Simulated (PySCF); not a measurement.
# Bond curve of LiB⁺

Set-up: Li STO-3G, B STO-3G; no relativity (PySCF 2.14). Energies in eV from Li⁺ + B in their ground configurations at the same level. State: ²Σ⁺ (doublet), unpaired electrons σ ↑.

```tsv
R (Å)	UHF-MP2	MN15
2.016	-2.393	-2.335
2.110	-2.544	-2.492
2.203	-2.626	-2.585
2.274	-2.654	-2.620
2.344	-2.657	-2.633
2.414	-2.640	-2.627
2.508	-2.594	-2.595
2.625	-2.505	-2.527
2.766	-2.368	-2.415
2.953	-2.152	-2.235
```

Task: Put a parabola through the three lowest points of the UHF-MP2 curve and estimate Re, k and ωe (reduced mass 4.285 u; 1 eV/Å² = 0.16022 mdyn/Å; ωe = 1302.8·√(k/μ) cm⁻¹).

Result: Through R = 2.274, 2.344, 2.414 Å the second-order coefficient is 2.04 eV/Å², so Re ≈ 2.320 Å, k ≈ 0.654 mdyn/Å and ωe ≈ 509 cm⁻¹. A polynomial fit of higher order to the unrounded UHF-MP2 energies gives Re = 2.319 Å, k = 0.682 mdyn/Å, ωe = 520 cm⁻¹; anharmonicity and rounding make the difference.

The higher-order fit for each curve: UHF-MP2: Re = 2.319 Å, ωe = 520 cm⁻¹, De = 2.66 eV; MN15: Re = 2.355 Å, ωe = 484 cm⁻¹, De = 2.63 eV.

Correlated steps freeze 1 core orbital. For an ion De counts to the pair picked by the measured ionisation energies or electron affinities, which need not be the lowest pair at this level. STO-3G is very small, so such numbers show the basis as much as the molecule. The state is the lowest determinant that a PBE0 search found; another state may lie lower at other levels.
